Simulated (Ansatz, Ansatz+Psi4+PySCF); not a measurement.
```yaml
atoms:
  - { symbol: Cl, position_ang: [0.0018, 0.1431, -1.7319] }
  - { symbol: O, position_ang: [0.0019, -0.4954, 0.4576] }
  - { symbol: O, position_ang: [0.0045, 0.3582, 1.2738] }
```

Basis set: cc-pVTZ on O; cc-pV(T+d)Z on Cl (spherical functions). Left uncorrelated: 7 orbitals. Correlation on ROHF uses semicanonical orbitals with singles. Charge 0, multiplicity 2.

Computed with Ansatz (development build ahead of 0.2.0); each method stands on the lowest determinant of its kind that the runs found.

(1) Give the atomization energy at this shape (free ground-state atoms in the same class of orbitals less the molecule, no zero-point energy) of doublet ClO₂ by UHF-MP2, ROHF-MP2, UHF, ROHF.

## Answers

(1)

| method | atomization energy |
| --- | --- |
| UHF-MP2 | 5.24 eV |
| ROHF-MP2 | 3.94 eV |
| UHF | 1.05 eV |
| ROHF | -0.95 eV |

Caution for UHF-MP2, ROHF-MP2: forces differ strongly between restricted and unrestricted references. Caution for UHF-MP2, UHF: the unrestricted determinant is a mixture of spin states. Caution for ROHF-MP2, ROHF: an unrestricted determinant lies well below. Caution for ROHF-MP2: other determinants can give a lower correlated total.
